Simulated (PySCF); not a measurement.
**SiH2Cl2 (dichlorosilane (DCS)) at 6 levels**

Wanted: a comparison of 6 runs (B3LYP/6-31G*, BHLYP/6-311+G**, BLYP/6-311+G**, M06-2X/6-311+G**, PBE/6-311+G**, revPBE/6-311+G**) of SiH2Cl2 (dichlorosilane (DCS)). 

The results are computed with PySCF 2.14.0.

2 further runs of the same task are left out: 2 set aside as unsound or not needed.

## (1) The structure to begin with

SiH2Cl2 has 5 atoms, charge 0, and is taken as a singlet. SMILES: `Cl[SiH2]Cl`. The coordinates come from a PBE0-D4/def2-TZVP relaxation.

Bond lengths: Cl1–Si2 2.040 Å, Si2–Cl3 2.040 Å, Si2–H4 1.476 Å, Si2–H5 1.476 Å. Angles: Cl1–Si2–Cl3 110.1°, Cl1–Si2–H4 108.5°, Cl1–Si2–H5 108.5°, Cl3–Si2–H4 108.5°, Cl3–Si2–H5 108.5°, H4–Si2–H5 112.7°.

## (2) A single-point energy at B3LYP/6-31G(d) (spherical functions) (run 1)

File calc.py:

```python
from pyscf import gto, dft

molecule = gto.Mole()
molecule.atom = '''
Cl    -1.036100    -0.393400     1.609300
Si     0.136800    -0.071700    -0.028900
Cl    -0.799200     1.196800    -1.324000
H      0.352000    -1.362200    -0.711200
H      1.396500     0.556600     0.413400
'''
molecule.verbose = 4
molecule.max_memory = 1860
molecule.basis = '6-31g*'
molecule.build()

myscf = dft.RKS(molecule, xc='b3lyp')
myscf.conv_tol = 1e-10
myscf.grids.level = 5
myscf.kernel()
if not myscf.converged:
    myscf = myscf.newton().run(myscf.mo_coeff, myscf.mo_occ)

e_tot = myscf.e_tot
print('E = %.10f Eh' % e_tot)
```

Started as:

```bash
$ OMP_NUM_THREADS=1 python calc.py
```

Log:

```text
PySCF version 2.14.0

[... 71 lines left out ...]
converged SCF energy = -1211.17160293825
E = -1211.1716029383 Eh
```

Wall time 5.1 s (1 thread of Intel Xeon 6975P-C (Granite Rapids), shared host); peak memory 0.32 GiB.

## (3) The energy at BHLYP/6-311+G(d,p) (run 2)

File geometry.xyz:

```xyz
5

Cl    -1.036100    -0.393400     1.609300
Si     0.136800    -0.071700    -0.028900
Cl    -0.799200     1.196800    -1.324000
H      0.352000    -1.362200    -0.711200
H      1.396500     0.556600     0.413400
```

File run.py:

```python
from pyscf import gto, dft

mol = gto.M(
    atom='geometry.xyz',
    spin=0,
    charge=0,
    max_memory=1860,
    basis='6-311+g**',
    verbose=3,
)

mf = dft.RKS(mol)
mf.xc = 'bhandhlyp'
mf.grids.level = 5
mf.conv_tol = 1e-10
mf.kernel()
if not mf.converged:
    mf = mf.newton().run(mf.mo_coeff, mf.mo_occ)

e_tot = mf.e_tot
print('E(%s) = %.9f' % ('BHLYP', e_tot))
```

Started as:

```bash
$ OMP_NUM_THREADS=1 python run.py
```

Log:

```text
converged SCF energy = -1211.21336689637
E(BHLYP) = -1211.213366896
```

Wall time 8.4 s (1 thread of Intel Xeon 6975P-C (Granite Rapids), shared host); peak memory 0.52 GiB.

## (4) The energy at BLYP/6-311+G(d,p) (run 3)

geometry.xyz is that of step 3.

File input.py:

```python
from pyscf import gto, dft

mol = gto.M(
    atom='geometry.xyz',
    verbose=4,
    basis='6-311+g**',
    max_memory=1860,
)

ks = dft.RKS(mol)
ks.xc = 'blyp'
ks.conv_tol = 1e-10
ks.grids.level = 5
ks.kernel()
if not ks.converged:
    ks = ks.newton().run(ks.mo_coeff, ks.mo_occ)

energy = ks.e_tot
print('E(%s) = %.9f' % ('BLYP', energy))
```

Started as:

```bash
$ OMP_NUM_THREADS=1 python input.py
```

Log:

```text
PySCF version 2.14.0

[... 73 lines left out ...]
converged SCF energy = -1211.20029231681
E(BLYP) = -1211.200292317
```

It took 7.5 s on 1 thread of Intel Xeon 6975P-C (Granite Rapids), shared host; peak memory 0.52 GiB.

Runs 4 to 5 aren't shown in full; the table further down has their settings and results.

## (5) A single-point energy at revPBE/6-311+G(d,p) (run 6)

File calc.py:

```python
from pyscf import gto, dft

system = gto.Mole()
system.atom = '''
Cl    -1.036100    -0.393400     1.609300
Si     0.136800    -0.071700    -0.028900
Cl    -0.799200     1.196800    -1.324000
H      0.352000    -1.362200    -0.711200
H      1.396500     0.556600     0.413400
'''
system.spin = 0
system.charge = 0
system.basis = '6-311+g**'
system.max_memory = 1860
system.verbose = 3
system.build()

mf = dft.RKS(system)
mf.xc = 'revpbe'
mf.conv_tol = 1e-10
mf.grids.level = 5
mf.kernel()
if not mf.converged:
    mf = mf.newton().run(mf.mo_coeff, mf.mo_occ)

e_tot = mf.e_tot
print('E(%s) = %.9f' % ('REVPBE', e_tot))
```

Started as:

```bash
$ OMP_NUM_THREADS=1 python calc.py
```

Log:

```text
converged SCF energy = -1210.97916501574
E(REVPBE) = -1210.979165016
```

It took 8.7 s on 1 thread of Intel Xeon 6975P-C (Granite Rapids), shared host; peak memory 0.52 GiB.

## (6) Overview of the runs

```
run                               level   energy (Eh)  dipole moment (D)  HOMO energy (eV)  LUMO energy (eV)  wall time
  1  B3LYP/6-31G* (spherical functions)  -1211.171603               1.56             -8.86             -0.14      5.1 s
  2                     BHLYP/6-311+G**  -1211.213367               1.69            -10.47              0.36      8.4 s
  3                      BLYP/6-311+G**  -1211.200292               1.46             -7.71             -1.10      7.5 s
  4                    M06-2X/6-311+G**  -1211.160163               1.73            -10.48              0.15       13 s
  5                       PBE/6-311+G**  -1210.681048               1.47             -7.84             -1.21      8.7 s
  6                    revPBE/6-311+G**  -1210.979165               1.45             -7.81             -1.14      8.7 s
```

## (7) Outcome

| quantity | value |
| --- | --- |
| run 6: total energy | -1210.97917 Eh |
| run 6: dipole moment | 1.45 D |
| run 6: HOMO energy | -7.81 eV |
| run 6: LUMO energy | -1.14 eV |
| run 6: HOMO–LUMO gap | 6.67 eV |

The dipole moment (its size) runs from 1.45 D (revPBE/6-311+G**) to 1.73 D (M06-2X/6-311+G**). The HOMO–LUMO gap runs from 6.62 eV (BLYP/6-311+G**) to 10.84 eV (BHLYP/6-311+G**). Totals of different functionals can't be ranked against each other. All runs together took 52 s, the longest 13 s.
